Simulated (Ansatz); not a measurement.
OSi, charge -1, doublet, geometry from GFN2-xTB (a state made from the parent by changing its charge; the spin is typed, not shown lowest) (a gas-phase anion, which may not be bound at this level); Ansatz (a first-principles code) with B3LYP/6-31G*.

The Ansatz input:
Ansatz 0.2 input:
```yaml
crystal:
  periodic: [false, false, false]
  atoms:
    - {symbol: Si, position_ang: [-0.00000000, -0.00000000, -0.57598092]}
    - {symbol: O, position_ang: [0.00000000, 0.00000000, 1.00796661]}
basis:
  gaussian:
    orbitals: 6-31G*
hamiltonian:
  xc: b3lyp
total_charge: -1
magnetization: {spin_polarized: false, initial_magnetization: 1}
```

Q: What does Ansatz print? Leave out banner, timings and long lists.

A: 
```
Functional definition: B3LYP
292 factors; integrals over basis functions are off by at most 1.1e-3 eV
mean field evaluation 1: about -9922.2856 eV, gradient 2.6e1 eV
mean field evaluation 2: about -9922.3316 eV, gradient 2.6e1 eV
mean field evaluation 4: about -9923.8453 eV, gradient 6.4e0 eV
mean field evaluation 8: about -9923.9531 eV, gradient 3.7e-2 eV
mean field evaluation 16: about -9923.9532 eV, gradient 1.8e-5 eV
mean field -9923.95315024 eV, -364.6985515741 hartree, gradient 1.8e-5 eV, S^2 0.750000; 2 other end points of the search recorded, 0 dependent functions left out
reference -9923.95331369 eV, -364.6985575810 hartree; 12, 11 occupied and 22, 23 virtual orbitals, 292 factors
Total energy: -9923.95331369 eV, -364.6985575810 hartree
```
